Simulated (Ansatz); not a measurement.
BeSn2C2: from a trial structure to a relaxed crystal

These are results of DFT PBE, scalar-relativistic, plane waves, PAW in Ansatz, not measurements.

BeSn2C2 was placed on the sites of a reported EuMn2P2 cell (P-3m1, No. 164), with Be in place of Eu, C in place of Mn, Sn in place of P, at a guessed volume.

The final relaxation ran on this input, with the default PAW datasets:

```yaml
crystal:
  lattice:
    - [3.6875090847, 0.0, 0.0]
    - [-1.8437545423, 3.193476544, 0.0]
    - [0.0, 0.0, 7.0036600199]
  atoms:
    - { symbol: Be, position: [0.0, 0.0, 0.0] }
    - { symbol: Sn, position: [0.3333333333, 0.6666666667, 0.2873305452] }
    - { symbol: Sn, position: [0.6666666667, 0.3333333333, 0.7126694548] }
    - { symbol: C, position: [0.3333333333, 0.6666666667, 0.6514121026] }
    - { symbol: C, position: [0.6666666667, 0.3333333333, 0.3485878974] }
basis:
  ecutwfc: 420
kpoints:
  mp_grid: { grid: [12, 12, 6] }
hamiltonian:
  xc: pbe
scf:
  occupations: { method: gaussian, width: 0.1 }
output:
  forces: true
  stress: true
  eigenvalues: true
relax:
  adjacent_minimum: "off"
  f_tol: 0.01
  max_steps: 80
  cell: { stress_tol: 0.05 }
```

Launched as:

```bash
ansatz run input.yaml --threads 1 --pin off --max-ram 2560MiB --backend cpu --events-out ev --progress --plain --runs-dir out
```

The run took 99 s on 1 thread of Arm Neoverse V1 (shared host), peak memory 0.46 GiB.

End of the output:

```
SCF converged after 6 iterations
Free energy (F): -12635.411090 eV
Harris-Foulkes:  -12635.411090 eV  (|F-HF|=0.00e0)
Internal energy: -12635.399447 eV  (E = F + TS)
E sigma→0 (E₀):  -12635.405268 eV
Entropy (-TS):   -0.011643 eV (-2.329 meV/atom)
Fermi energy:    9.181131 eV
--- Per-component energies (eV) ---
  E_band       = -174.775782
  E_kinetic    = 557.621511
  E_local      = -2420.654112  (includes V_loc(G=0)·N_el)
  E_nonlocal   = -1.490382
  E_hartree    = 1375.633183
  E_xc         = -873.155833
  E_vxc        = -322.746216  (∫ρ·V_xc dr)
  E_paw        = -8538.901499  (= ΣΔE_a)
  E_vpaw       = -738.772912  (= ΣTr[D̂ρ^β])
  E_aug_tail   = 0.000009  (compensation charges beyond the density's cutoff)
  E_ewald      = -2734.452323
  E_smearing   = -0.011643  (= −TS)
  E_closure    =  0.000000  (closes the sum)
  Σ components = -12635.411090   (vs F -12635.411090, Δ=0.00e0)
--- Forces (eV/Å), atoms counted from 1 ---
  atom   1  Be     0.00000000     0.00000000     0.00000000
  atom   2  Sn     0.00000000     0.00000000     0.00365011
  atom   3  Sn     0.00000000     0.00000000    -0.00365011
  atom   4  C      0.00000000     0.00000000     0.00357449
  atom   5  C      0.00000000     0.00000000    -0.00357449
  max |Σ_I F_I| component: 9.25e-18 eV/Å
--- Stress (GPa, compression-positive) ---
        0.000565       0.000000       0.000000
        0.000000       0.000565       0.000000
        0.000000       0.000000       0.026935
  P = ⅓ Tr σ = 0.0094 GPa (0.094 kbar)
--- Relaxed structure (6 steps of the walk, 6 accepted, 1 SCFs on fresh bases) ---
  F+E_penalty+E_count = -12635.41108981 eV   max|allowed force component| = 3.650e-3 eV/Å   (the final SCF, on the basis selected at the relaxed cell)
  cell:  # Å, volume = 82.6974 Å³
    - [3.675250, 0.000000, 0.000000]
    - [-1.837625, 3.182860, 0.000000]
    - [0.000000, 0.000000, 7.069480]
  atoms:
    - { symbol: Be, position: [0.000000, 0.000000, 0.000000] }
    - { symbol: Sn, position: [0.333333, 0.666667, 0.286067] }
    - { symbol: Sn, position: [0.666667, 0.333333, 0.713933] }
    - { symbol: C, position: [0.333333, 0.666667, 0.650205] }
    - { symbol: C, position: [0.666667, 0.333333, 0.349795] }
```

Total energies depend on the potentials used, so only differences within one code and one set of settings carry meaning.

The result has space group P-3m1 (No. 164). Around Be lie 6 Sn at 2.93 Å and 6 C at 3.26 Å (next Be at 3.68 Å); Sn is coordinated by 3 C at 2.17 Å (next C at 2.57 Å); C is coordinated by 3 Sn at 2.17 Å (next Sn at 2.57 Å).

Against the elements it lies at 1.53 eV/atom. Formation energies are uncorrected and refer to the elements' standard structures at the same level.

For metals, differences of a few meV/atom aren't resolved.

Symmetry constrained the relaxation, so the result can be a saddle point.